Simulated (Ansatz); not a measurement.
```yaml
crystal:
  periodic: [false, false, false]
  atoms:
    - {symbol: F, position_ang: [-1.645130, -0.143676, 0.000567]}
    - {symbol: B, position_ang: [-0.480248, 0.499177, -0.001938]}
    - {symbol: P, position_ang: [1.193189, -0.140914, 0.000542]}
    - {symbol: H, position_ang: [-0.506737, 1.684267, -0.006544]}
basis:
  gaussian: {orbitals: def2-TZVP}
hamiltonian: {xc: pbe0}
relax: {f_tol: 0.004, max_steps: 80}
```

```sh
$ ansatz run in.yaml --threads 1 --pin off --events-out ev --progress --plain --max-ram 2176MiB
```

Steps of the relaxation (energy above the last step; positions in Å, forces in eV/Å):

```
4
step 1, 1459.0 meV
F    -1.645   -0.144    0.001   -0.187    0.003    0.000
B    -0.480    0.499   -0.002   -0.536   -1.027    0.004
P     1.193   -0.141    0.001    0.322    0.248   -0.001
H    -0.507    1.684   -0.007    0.402    0.776   -0.003
```

```
4
step 2, 1402.8 meV
F    -1.672   -0.152    0.001    0.033    0.230   -0.001
B    -0.498    0.477   -0.002   -0.350   -0.938    0.004
P     1.200   -0.112    0.000   -0.034    0.403   -0.002
H    -0.469    1.685   -0.007    0.351    0.305   -0.001
```

```
4
step 3, 1208.1 meV
F    -1.809   -0.154    0.001    1.023    0.812   -0.003
B    -0.575    0.359   -0.001    0.988   -1.017    0.004
P     1.231    0.060    0.000   -2.325    0.998   -0.004
H    -0.286    1.634   -0.006    0.314   -0.793    0.003
```

```
4
step 4, 892.8 meV
F    -1.903   -0.134    0.001    1.554    0.957   -0.004
B    -0.630    0.269   -0.001    1.798   -1.411    0.005
P     1.217    0.234   -0.001   -4.006    0.990   -0.004
H    -0.123    1.531   -0.006    0.654   -0.537    0.002
```

```
4
step 5, 492.1 meV
F    -1.964   -0.111    0.000    1.733    0.846   -0.003
B    -0.670    0.181   -0.001    1.807   -1.405    0.005
P     1.154    0.404   -0.002   -3.594   -0.488    0.002
H     0.041    1.425   -0.006    0.054    1.046   -0.004
```

```
4
step 6, 254.7 meV
F    -1.979   -0.096    0.000    1.761    0.339   -0.001
B    -0.671    0.078    0.000    1.021   -0.234    0.001
P     1.108    0.433   -0.002   -2.626   -0.925    0.004
H     0.102    1.484   -0.006   -0.156    0.819   -0.003
```

```
4
step 12, 1.0 meV
F    -1.978   -0.231    0.001    0.093   -0.021    0.000
B    -0.724    0.023    0.000   -0.221    0.024    0.000
P     0.957    0.409   -0.002    0.125    0.008    0.000
H     0.307    1.698   -0.007    0.002   -0.011    0.000
```

```
4
step 13, 0.1 meV
F    -1.981   -0.243    0.001   -0.032   -0.011    0.000
B    -0.733    0.028    0.000    0.034    0.007    0.000
P     0.954    0.408   -0.002   -0.012    0.008    0.000
H     0.320    1.705   -0.007    0.011   -0.003    0.000
```

```
4
step 17, 0.0 meV
F    -1.984   -0.252    0.001    0.001    0.000    0.000
B    -0.738    0.029    0.000   -0.001   -0.001    0.000
P     0.949    0.409   -0.002   -0.001    0.000    0.000
H     0.334    1.713   -0.007    0.001    0.000    0.000
```

Close pairs at the end: F1–B2 1.277 Å, P3–H4 1.442 Å, B2–P3 1.730 Å.

A stationary point of restricted PBE0 after 17 steps (its stability towards spin polarisation wasn't tested); no frequencies were run, so it isn't proven a minimum. 42 s on 1 thread of Arm Neoverse V1, shared host.
